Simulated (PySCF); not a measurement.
NaB⁺: a base run and its variants

Base input, run as `OMP_NUM_THREADS=1 python input.py` with PySCF 2.14:

```python
from pyscf import gto, scf
from pyscf.geomopt.geometric_solver import optimize

mol = gto.M(
    atom='Na 0 0 0; B 0 0 2.241',
    basis='6-311++g**',
    charge=1,
    spin=1,
    verbose=3,
)
mf = scf.UHF(mol)
mf.kernel()
mol_eq = optimize(mf, maxsteps=30)
print('optimised geometry (angstrom)')
print(mol_eq.tostring('raw'))
print('orbital energies (hartree):', [e[max(0, n-3):n+3].round(4) for e, n in zip(mf.mo_energy, mol.nelec)])
```

Base result: E(SCF) = -186.194022 Eh, ⟨S²⟩ = 0.758, all at the start geometry; optimised bond 2.876 Å with E = -186.214332 Eh after 8 steps. The last line lists the levels of the start geometry. No search for the lowest solution was made.

Hardware: Arm Neoverse V1, 1 thread, shared host. Wall time 6.3 s, peak memory 0.15 GiB.

Each row names what differs from the base; energies in brackets are changes from the base.

| change | result | wall time (s) |
| --- | --- | --- |
| charge: 1 → 3 | not converged: Geometry optimization failed, Maximum iterations reached, E(SCF) = -184.577199 Eh (+43.9960 eV), ⟨S²⟩ = 0.750, all at the start geometry; optimised bond 19.290 Å with E = -184.983492 Eh after 31 steps | 14 |
| length unit: angstrom → bohr [unsound on purpose] | E(SCF) = -185.730186 Eh (+12.6216 eV), ⟨S²⟩ = 0.774, all at the start geometry; optimised bond 3.066 Å with E = -186.196393 Eh after 14 steps | 10 |
| initial guess: minao → 1e [ends in another solution than the base] | E(SCF) = -186.180807 Eh (+0.3596 eV), ⟨S²⟩ = 0.795, all at the start geometry; optimised bond 3.066 Å with E = -186.196393 Eh after 10 steps | 7.4 |
| Cartesian functions: off → on | E(SCF) = -186.194305 Eh (-0.0077 eV), ⟨S²⟩ = 0.758, all at the start geometry; optimised bond 2.872 Å with E = -186.214566 Eh after 8 steps | 6.3 |
| geometry: bond 2.241 → bond 2.801 | E(SCF) = -186.214191 Eh (-0.5488 eV), ⟨S²⟩ = 0.759, all at the start geometry; optimised bond 2.876 Å with E = -186.214332 Eh after 5 steps | 4.2 |
| initial guess: minao → chk (no such guess here, so PySCF falls back to its default) | E(SCF) = -186.194022 Eh (+0.0000 eV), ⟨S²⟩ = 0.758, all at the start geometry; optimised bond 2.876 Å with E = -186.214332 Eh after 8 steps | 6.2 |
| spin (2S): 1 → 5 [a high spin state] | E(SCF) = -184.925708 Eh (+34.5126 eV), ⟨S²⟩ = 8.750, all at the start geometry; optimised bond 2.274 Å with E = -184.925760 Eh after 5 steps | 4.5 |
| functional: none (Hartree–Fock) → bhandhlyp; SCF type: UHF → UKS; step after the SCF: optimize → analyze | E(SCF) = -186.726387 Eh, ⟨S²⟩ = 0.754 | 2.5 |
| basis set: 6-311++g** → 6-31+g* | E(SCF) = -186.185475 Eh (+0.2326 eV), ⟨S²⟩ = 0.755, all at the start geometry; optimised bond 2.880 Å with E = -186.206410 Eh after 8 steps | 5.6 |
| step after the SCF: optimize → eomip; frozen orbitals: default → 2; number of roots: default → 5 | E(SCF) = -186.194022 Eh (+0.0000 eV), E(CCSD) − E(SCF) = -0.17625 Eh, ⟨S²⟩ = 0.758, ionisation roots 14.459, 18.935, 19.136, 19.758, 19.758 eV | 5.7 |
| step after the SCF: optimize → tda; number of roots: default → 8 | E(SCF) = -186.194022 Eh (+0.0000 eV), ⟨S²⟩ = 0.758, first excitations without spin–orbit coupling 0.56, 0.56, 3.82, 3.82, 6.27 eV | 3.7 |
| spin (2S): 1 → 3 [a high spin state] | E(SCF) = -186.102480 Eh (+2.4910 eV), ⟨S²⟩ = 3.750, all at the start geometry; optimised bond 3.023 Å with E = -186.123376 Eh after 9 steps | 6.5 |
| PCM solvent, dielectric constant: none → 32.6; step after the SCF: optimize → analyze | E(SCF) = -186.283028 Eh (-2.4220 eV), ⟨S²⟩ = 0.758 | 2.8 |
| basis set: 6-311++g** → pcseg-2 | E(SCF) = -186.194708 Eh (-0.0187 eV), ⟨S²⟩ = 0.758, all at the start geometry; optimised bond 2.878 Å with E = -186.215357 Eh after 8 steps | 9.2 |
| density fitting: none → auto | E(SCF) = -186.194015 Eh (+0.0002 eV), ⟨S²⟩ = 0.758, all at the start geometry; optimised bond 2.876 Å with E = -186.214330 Eh after 8 steps | 4.3 |
| basis set: 6-311++g** → x2c-svpall; spin-free X2C: off → on | E(SCF) = -186.323746 Eh, ⟨S²⟩ = 0.755, all at the start geometry; optimised bond 2.929 Å with E = -186.344633 Eh after 8 steps | 2.8 |
| functional: none (Hartree–Fock) → x3lyp; SCF type: UHF → UKS; step after the SCF: optimize → analyze | E(SCF) = -186.708682 Eh, ⟨S²⟩ = 0.753 | 2.6 |
| basis set: 6-311++g** → lanl2dz; core potential: off → on | E(SCF) = -24.519728 Eh, ⟨S²⟩ = 0.751, all at the start geometry; optimised bond 2.967 Å with E = -24.544075 Eh after 8 steps | 2.5 |
| functional: none (Hartree–Fock) → wb97x; SCF type: UHF → UKS; step after the SCF: optimize → analyze | E(SCF) = -186.724972 Eh, ⟨S²⟩ = 0.753 | 3.6 |
| smearing width (hartree): none → 0.001; step after the SCF: optimize → none [smearing does not keep the typed spin] | E(SCF) = -186.080425 Eh (+3.0911 eV) | 0.95 |
| charge: 1 → 2; spin (2S): 1 → 2 | not converged: Geometry optimization failed, Maximum iterations reached, E(SCF) = -185.555938 Eh (+17.3632 eV), ⟨S²⟩ = 2.000, all at the start geometry; optimised bond 19.290 Å with E = -185.756894 Eh after 31 steps | 14 |
| geometry: bond 2.241 → bond 1.793 | E(SCF) = -186.101050 Eh (+2.5299 eV), ⟨S²⟩ = 0.757, all at the start geometry; optimised bond 2.876 Å with E = -186.214332 Eh after 10 steps | 7.6 |

Question: Order these changes by how far they move the SCF energy from the base, largest first: (1) PCM solvent, dielectric constant: none → 32.6; step after the SCF: optimize → analyze; (2) geometry: bond 2.241 → bond 1.793; (3) geometry: bond 2.241 → bond 2.801; (4) initial guess: minao → 1e.

Answer: (2) +2.5299 eV, (1) -2.4220 eV, (3) -0.5488 eV, (4) +0.3596 eV.
